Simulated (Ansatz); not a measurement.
# Isomers

Structures of MgNH$_{2}$, doublet, relaxed at PBE0-D4/def2-TZVP (vibrations not checked; lower isomers may exist, and structures with a doubtful reference or unclear bonds are left out). Program: Ansatz 0.2.0. Basis: def2-TZVPP. Cores are frozen in the correlated methods; orbitals are unrestricted. The outer core shell of Li, Na, Mg and K is correlated. The def2 sets are not built for correlating such inner shells, so the correlated values are less sure here. B3LYP uses VWN-RPA correlation.

Rank them by CCSD(T) energy, lowest first, and give each one's height above the lowest. Links in brackets join atoms within 1.22 times the sum of their covalent radii (1.1 for two metals). (Judge from chemistry; the value comes from the calculation.)
A.
MgNH₂ ([NH2][Mg])
```
4
angstrom
N -0.1358 -0.0051 -0.0960
Mg 1.4846 -0.1144 0.8859
H -0.9885 -0.5105 0.0991
H -0.3046 0.5697 -0.9094
```
B.
a complex of MgN + H₂
```
4
angstrom
N 0.1777 0.0863 -0.3735
Mg -0.1834 -1.8024 -1.0410
H 0.6395 2.5061 0.4970
H 0.7719 3.2005 0.7480
```
C.
MgNH₂ ([NH][MgH])
```
4
angstrom
N -0.0882 -1.1351 0.3825
Mg 0.2440 0.6584 -0.2063
H -0.9044 -1.7250 0.5193
H 0.7487 2.2017 -0.6954
```

The calculation gives: A (0.0 kJ/mol), C (185.2 kJ/mol), B (451.0 kJ/mol). Heights count from the lowest.

Do PBE-D4, r2SCAN-D4, PBE0-D4, B3LYP-D4, wB97M-V, HF, MP2 give the same order? (A judgement: the text doesn't fix the answer.)

By the calculation: All do.

No T1 diagnostic of these runs exceeds 0.016. ⟨S²⟩ of the unrestricted Hartree–Fock references: 0.75 to 1.76 (a pure state has 0.75). The unrestricted reference is spin-contaminated, which hurts MP2 most. The program raised a doubt about the electronic state.

For scale, one of the runs: CCSD(T)/def2-TZVPP, 91 basis functions, launched by `ansatz run in.yaml --threads 2 --pin off --events-out ev --progress --plain --max-ram 4352MiB`. Hardware: 2 CPU threads of an Arm Neoverse V2, shared host. Wall time about 11 s.
